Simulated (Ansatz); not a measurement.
A made-up structure of SiNH$_{2}$, doublet:

N1  (-0.011, -0.004, 0.005)
Si2  (1.386, 0.469, -0.706)
H3  (-0.885, 0.508, -0.114)
H4  (-0.069, -0.831, 0.600)
(Å)

It is relaxed with PBE-D4/def2-SVP and then PBE0-D4/def2-TZVP (Ansatz 0.2.0). Atoms count as bonded within 1.22 times the sum of their covalent radii (H–H: 0.88 Å). The end point is not checked to be a true minimum.

Problem. Does its bonding change? (Judge from chemistry; the calculation decides.)

Solution. The calculation gives: No: no bond forms or breaks.

Where it ends: The first stage lowers the energy by 0.16 eV in 6 steps. It ends as SiNH₂ ([NH2][Si]):
```
4
angstrom
N -0.0155 -0.0053 0.0079
Si 1.4397 0.4867 -0.7330
H -0.8965 0.4796 -0.0907
H -0.1056 -0.8184 0.6009
```

Labels in which every atom is bracketed show which atoms are joined, not bond orders.

For scale, one of the runs: PBE0-D4/def2-TZVP relaxation, 80 basis functions, launched by `ansatz run in.yaml --threads 2 --pin off --events-out ev --progress --plain --max-ram 4352MiB`. The run took about 9 s on 2 CPU threads of an Arm Neoverse V1 (shared host).
